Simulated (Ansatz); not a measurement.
Process, species as SMILES: C#N (CH-N) → CHN+ (doublet, bonded as C#N) + e-
B3LYP-D3(BJ)/def2-TZVP geometries, fixed; electronic energies without zero-point terms.

Basis-set convergence of the adiabatic ionisation energy at B3LYP with Ansatz (a first-principles code). Cartesian d functions, on some or all atoms, in 6-31G*, 6-31G**; all else is spherical. The program fits the integrals of some runs and decomposes those of others, by size. Open shells are unrestricted. No added dispersion term, no relativity. Functions are those of the species that has most. Reference: the value in pcseg-4, 13.539 eV, itself unsure by roughly 0.001 eV (its mean distance from aug-pcseg-3, aug-cc-pVQZ, cc-pV5Z). Deviations are taken from unrounded values.

| basis | functions | adiabatic ionisation energy (eV) | minus reference (eV) |
|---|---|---|---|
| 3-21G | 20 | 13.607 | 0.068 |
| 6-31G* | 32 | 13.337 | -0.201 |
| 6-31G** | 35 | 13.340 | -0.199 |
| aug-pcseg-1 | 55 | 13.498 | -0.040 |
| 6-311++G(2d,2p) | 64 | 13.553 | 0.014 |
| def2-TZVPD | 83 | 13.525 | -0.013 |
| def2-TZVPPD | 91 | 13.526 | -0.013 |
| aug-pcseg-2 | 115 | 13.541 | 0.003 |
| def2-QZVPP | 144 | 13.536 | -0.003 |
| pcseg-3 | 153 | 13.541 | 0.002 |
| def2-QZVPPD | 159 | 13.536 | -0.002 |
| aug-pcseg-3 | 219 | 13.540 | 0.001 |
| cc-pV5Z | 237 | 13.538 | 0.000 |

The smallest set listed that lies within 0.05 eV of the reference with all its larger relatives (same family, alike in diffuse functions; a set with none counts only in the reference's own line) is aug-pcseg-1 (55 functions, -0.040 eV off). Inside, with no larger relative to test it: def2-QZVPP, cc-pV5Z. (Relatives not listed, tested too: 6-311++G(3df,3pd) -0.002, pcseg-4 0.000 eV.)
